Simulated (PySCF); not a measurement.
**Vibration and rotation of SiCl⁺**

RHF-CCSD(T) constants of SiCl⁺, ¹Σ⁺ (singlet), closed shell (Si STO-3G, Cl STO-3G; no relativity (PySCF 2.14); masses 27.9769 and 34.9689 u):

```
ωe              : 684.0 cm⁻¹
ωexe            : 1.91 cm⁻¹
Be              : 0.26237 cm⁻¹
αe              : 0.00109 cm⁻¹
D (centrifugal) : 1.54e-07 cm⁻¹
```

(1) Give the vibrational terms G(v) and spacings up to v = 6.

Correlated steps freeze 10 core orbitals. The CCSD T1 diagnostic is raised, a sign that a single reference may not be enough here. STO-3G is very small, so such numbers show the basis as much as the molecule.

## Answers

(1) G(v) = ωe(v+½) − ωexe(v+½)².

```json
{"v": "0", "G(v) (cm⁻¹)": "342", "G(v) − G(v−1)": "", "Bv (cm⁻¹)": "0.2618"}
{"v": "1", "G(v) (cm⁻¹)": "1022", "G(v) − G(v−1)": "680", "Bv (cm⁻¹)": "0.2607"}
{"v": "2", "G(v) (cm⁻¹)": "1698", "G(v) − G(v−1)": "676", "Bv (cm⁻¹)": "0.2596"}
{"v": "3", "G(v) (cm⁻¹)": "2371", "G(v) − G(v−1)": "673", "Bv (cm⁻¹)": "0.2586"}
{"v": "4", "G(v) (cm⁻¹)": "3039", "G(v) − G(v−1)": "669", "Bv (cm⁻¹)": "0.2575"}
{"v": "5", "G(v) (cm⁻¹)": "3704", "G(v) − G(v−1)": "665", "Bv (cm⁻¹)": "0.2564"}
{"v": "6", "G(v) (cm⁻¹)": "4365", "G(v) − G(v−1)": "661", "Bv (cm⁻¹)": "0.2553"}
```
